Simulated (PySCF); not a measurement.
Species: isopropyl formate, C4H8O2.
SMILES with atom numbers: `[CH3:1][CH:2]([CH3:3])[O:4][CH:5]=[O:6]` (hydrogens: H7, H8, H9 on C1; H10 on C2; H11, H12, H13 on C3; H14 on C5)

Level of theory: TDDFT wB97X-D/def2-SVPD, vertical, gas phase, core orbitals frozen in the response in PySCF 2.14.0, density-fitted response routines. The structure is a single GFN2-xTB conformer in the gas phase; no vibrational or solvent corrections. Torsions of this conformer, `[CH3:1][CH:2]([CH3:3])[O:4][CH:5]=[O:6]`: C1–C2–O4–C5 -83°, C2–O4–C5–O6 0°.

Problem. What does the calculation give for the low-lying excited states?

Solution. 

```
state  E (eV)  E (kJ/mol)  λ (nm)       f  |μ| (D)  main configurations (H = HOMO, L = LUMO)
   S1    6.00         579   206.7  0.0016     0.26                                 H→L (94%)
   S2    8.22         793   150.8   0.091     1.71                  H-1→L (69%), H→L+1 (14%)
   S3    8.52         822   145.6   0.089     1.66     H→L+1 (38%), H→L+2 (31%), H-1→L (20%)
   S4    8.59         828   144.4  0.0026     0.28                  H-2→L (64%), H-4→L (24%)
   S5    9.06         874   136.8  0.0095     0.53                             H-1→L+1 (77%)
   S6    9.17         885   135.1   0.112     1.79                  H→L+4 (42%), H→L+2 (29%)
   S7    9.62         929   128.8  0.0019     0.23                  H→L+3 (62%), H→L+4 (11%)
   S8    9.69         935   128.0  0.0057     0.40   H→L+1 (18%), H→L+4 (16%), H-1→L+2 (13%)
```

Triplets, Tamm–Dancoff:

```csv
state,E (eV),λ (nm),"main configurations (H = HOMO, L = LUMO)"
T1,5.49,225.9,H→L (94%)
T2,6.21,199.5,"H-1→L (78%), H-3→L (10%)"
T3,8.18,151.6,"H-2→L (55%), H-4→L (28%), H-7→L (10%)"
```

The lowest singlet lies at 6.00 eV (207 nm, ultraviolet) and is very weak; its leading configuration is HOMO→LUMO (94%). The most intense listed level is S6 at 9.17 eV (135 nm, f = 0.112), 3.18 eV above S1. S1 has the pattern of n→π* at C=O. Orbital energies (eV): HOMO-3 -12.31, HOMO-2 -11.64, HOMO-1 -10.83, HOMO -10.20, LUMO 2.02, LUMO+1 2.34, LUMO+2 2.94. Weighted by f, the mean energy of these states is 8.70 eV. The oscillator strengths of these states sum to 0.313; summed over the whole spectrum of an exact calculation they would give the number of electrons, 48 (Thomas–Reiche–Kuhn). Singlets were solved by full linear response, triplets in the Tamm–Dancoff approximation.

Time: 31 s wall. Hardware: an x86-64 server with one thread (shared host).
